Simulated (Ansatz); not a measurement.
Born–Oppenheimer molecular dynamics of CHSSi (4 atoms, charge 1, multiplicity 1). It starts at the highest image of a converged band. Of that band: Neighbouring images differ by up to 1.8 eV, so the band resolves the path poorly. A vibrational analysis at the climbing image gives one clearly imaginary mode, 1995i cm⁻¹: a first-order saddle point.

These are results of Ansatz 0.2.0, RHF/def2-SVP, not measurements.

```
ensemble                      : NVE (velocity Verlet)
time step                     : 0.5 fs
steps asked                   : 200
starting velocities drawn for : 300 K
seed                          : 11797
```

First frame:

```xyz
4
Properties=species:S:1:pos:R:3
Si -1.546 0.069 1.186
C -0.237 0.140 -0.012
S 0.848 0.323 -1.191
H 0.935 -0.532 0.017
```

Q: How far do the bonds stretch over the last three quarters of this one trajectory? (Pairs bonded in most of those frames.)

A: 
```json
{"bond": "Si1–C2", "mean (Å)": "1.769", "spread (Å)": "0.037", "shortest": "1.70", "longest": "1.84"}
{"bond": "C2–S3", "mean (Å)": "1.591", "spread (Å)": "0.046", "shortest": "1.49", "longest": "1.66"}
{"bond": "S3–H4", "mean (Å)": "1.439", "spread (Å)": "0.133", "shortest": "1.17", "longest": "1.70"}
```

Mean temperature of the second half: 4042 K. The conserved energy stayed within 2.4 meV per atom of its start (net change -0.21 meV per atom), so the integration is sound. The kinetic energy rose, since the run started high on the potential surface and went downhill. A run of 0.1 ps of so small a system gives no equilibrium averages. The orbitals stay closed-shell, which can raise the energy where a bond breaks towards radicals; this wasn't checked here.

The run took 4.3 min on 1 thread of Intel(R) Xeon(R) Processor @ 2.50GHz (Skylake/Cascade Lake), on a shared host, peak memory 0.11 GiB.
